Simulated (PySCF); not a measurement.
## How exact exchange moves a shielding

Molecule: SMILES C(C)#CCF, C4H5F.

Geometry (Å), atoms numbered from 1 in this order:
```xyz
10

C    -1.9968    0.1329   -0.2523
C    -0.5596   -0.0239   -0.1131
C     0.6409   -0.1466   -0.0015
C     2.0817   -0.3089    0.1410
F     2.7737    0.7957   -0.2886
H    -2.4429   -0.7245   -0.7794
H    -2.2311    1.0401   -0.8306
H    -2.4884    0.2230    0.7287
H     2.3366   -0.4909    1.1999
H     2.4214   -1.1829   -0.4423
```

GIAO shieldings (ppm, equivalent atoms averaged) in PySCF 2.14 on the PBE0-D3(BJ)/def2-SVP geometry, basis pcSseg-2, gas phase, non-relativistic:

```tsv
functional	exact exchange (%)	σ(C2)	σ(C3)	σ(C4)	σ(C1)
BLYP	0	83.2	94.5	98.1	170.4
BP86	0	86.3	97.7	102.8	174.1
PBE	0	85.9	97.4	102.8	174.6
B3LYP	20	85.8	98.3	104.7	174.9
PBE0	25	89.1	102.0	110.5	179.6
BHandHLYP	50	89.5	103.7	113.4	180.4
HF	100	96.8	113.1	126.7	188.0
```

(1) Fit each shielding as a line in the percentage of exact exchange.

(2) What does the line predict for mPW1PW91 (25 %), and what does the run give?

Results:

(1) σ(C2) = 84.9 + 0.11 x (rms 1.3 ppm); σ(C3) = 96.4 + 0.16 x (rms 1.3 ppm); σ(C4) = 101.4 + 0.25 x (rms 1.9 ppm); σ(C1) = 173.3 + 0.15 x (rms 1.7 ppm). The functionals also differ in their semilocal parts, which the line can't hold; Hartree–Fock has no correlation at all.

(2) σ(C2): 87.7 predicted, 88.8 computed; σ(C3): 100.4 predicted, 101.6 computed; σ(C4): 107.7 predicted, 109.9 computed; σ(C1): 177.1 predicted, 178.7 computed ppm.
